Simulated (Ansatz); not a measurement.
Worked example: H2Si–Al⁺, singlet against H₂Si–Al, doublet

Geometry (PBE0/def2-TZVP stationary point of a doublet), kept for both states (H2Si–Al, doublet: A'; H2Si–Al⁺, singlet: A'):

```xyz
4

Si   -0.0563    0.0000    1.1568
Al    0.0305    0.0000   -1.3507
H     0.3768   -1.1894    1.9627
H     0.3768    1.1894    1.9627
```

Basis cc-pVDZ; Ansatz 0.2.0. Only valence electrons are correlated (noble-gas cores frozen). R marks a restricted (for open shells ROHF) determinant, U an unrestricted one.

Full CI isn't at hand for all of this; RCCSDTQ serves as the reference, and is uncertain by the last step of the cluster series or more. The frozen core follows each run's orbitals, which can shift R against U totals by a few meV.

Unrestricted rows (U, and Kohn–Sham where it breaks symmetry) aren't spin-pure: their determinants' ⟨S²⟩ exceeds S(S+1) by up to 0.75, so they mix in states of higher spin.

| level | E(H2Si–Al, doublet) (hartree) | E(H2Si–Al⁺, singlet) (hartree) |
| --- | --- | --- |
| UHF | -531.952412 | -531.705424 |
| UMP2 | -532.077095 | -531.811553 |
| UCCSD(T) | -532.124440 | -531.857777 |
| PBE | -532.752829 | -532.478966 |
| PBE0 | -532.805011 | -532.530205 |
| RCCSDTQ | -532.126218 | -531.860703 |

Problem. Give the vertical gap, H2Si–Al⁺ singlet less H2Si–Al doublet, at each level in eV (1 hartree = 27.2114 eV), and each error against RCCSDTQ.

Solution. RCCSDTQ: (-531.860703 − (-532.126218)) × 27.2114 = 7.225 eV (the reference)
PBE0: (-532.530205 − (-532.805011)) × 27.2114 = 7.478 eV, error 0.253 eV
PBE: (-532.478966 − (-532.752829)) × 27.2114 = 7.452 eV, error 0.227 eV
UCCSD(T): (-531.857777 − (-532.124440)) × 27.2114 = 7.256 eV, error 0.031 eV
UMP2: (-531.811553 − (-532.077095)) × 27.2114 = 7.226 eV, error 0.001 eV
UHF: (-531.705424 − (-531.952412)) × 27.2114 = 6.721 eV, error -0.504 eV

Total energies of functionals can't be set beside those of wave-function methods, since they hold the core's correlation and their own absolute errors; only the differences compare.

In so small a basis the reference is far from its limit while semilocal and hybrid functionals are nearer theirs, so the functionals' errors here hold much of the reference's basis and frozen-core error, which can add to them or hide them.

Each level lands on the state that its own search finds. T1 diagnostics of restricted CCSD: 0.038 and 0.026.
